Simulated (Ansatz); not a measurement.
## [H···H···BH2], doublet in 6-31G: errors against full CI

All five atoms lie in one plane.

Geometry: a point of a hydrogen-transfer path between rigid fragments, not a stationary point.

```xyz
5

H    -2.2267    0.0000    0.0000
H    -1.2647    0.0000    0.0000
B     0.1943    0.0000    0.0000
H     0.7034    0.0000    1.0770
H     0.7034    0.0000   -1.0770
```

Basis 6-31G; Ansatz 0.2.0. Correlated methods freeze the noble-gas cores, which leaves 7 electrons in 16 orbitals. R marks a restricted (for open shells ROHF) determinant, U an unrestricted one. Active spaces: valence = (7e, 8o) chosen from the atoms' valence shells; pair = (3e, 3o) about the gap.

Full CI is exact within this basis and frozen core; it isn't the basis-set limit. The frozen core follows each run's orbitals, which can shift R against U totals by a few meV.

For open shells CISD and CISDTQ are restricted-active-space CI with the open shells as a complete middle space.

```
UHF ⟨S²⟩                          : 0.781
T1 diagnostic (RCCSD)             : 0.0225
largest doubles amplitude (RCCSD) : 0.066
T1 diagnostic (UCCSD)             : 0.0120
```

```tsv
level	E − E(RHF) (eV)
UHF	-0.2395
RMP2	-1.8350
UMP2	-1.8356
RCCSD	-2.4275
UCCSD	-2.4300
RCCSD(T)	-2.4584
UCCSD(T)	-2.4581
```

Task: Estimate how far full CI in 6-31G lies from RCCSD(T). The table doesn't fix it; the size of (T) and the diagnostics are the guide.

Result: Full CI in 6-31G lies 1.1 kJ/mol below RCCSD(T), which is 37 % of the (T) step (-3.0 kJ/mol). The diagnostics give no warning, yet the rest is a sizeable part of (T).

The other levels:

```tsv
level	E − E(full CI) (kJ/mol)	share of correlation (%)	wall time
CISD	11.2	95.30	0.27 s
BCCD(T)	1.1	99.53	0.36 s
RCCSDT	0.1	99.96	–
UCCSDT	0.1	99.96	–
CISDTQ	0.2	99.93	0.9 s
RCCSDT(Q)	0.0	99.99	1.8 s
UCCSDT(Q)	0.0	99.99	1.6 s
RCCSDTQ	0.0	100.00	8.5 s
UCCSDTQ	0.0	100.00	9 s
CASSCF (pair space)	171.7	27.93	–
NEVPT2 (pair space)	43.8	81.62	0.21 s
CASSCF (valence space)	71.8	69.85	–
NEVPT2 (valence space)	19.1	91.97	1.5 s
MRCISD (valence space)	1.5	99.35	–
MRCISD+Q (valence space)	0.5	99.79	2 s
```

The correlation energy at full CI, counted from RHF, is -2.470 eV. That run took 1.7 s on 1 thread of Arm Neoverse V2, shared host over 272,520 determinants.

Times hold each run's SCF and search for its determinant on a shared host, so for small cases they say little of a method's own cost; they ran on 1 thread of Arm Neoverse V2.

The full-CI state has the irrep A1 of C2v, in the program's axes.

Natural occupations of full CI about the gap: 1.970 1.970 1.961 0.996 0.031 0.021 0.018 0.011 0.006 0.006; effectively unpaired electrons, Σ n²(2−n)², 1.02.
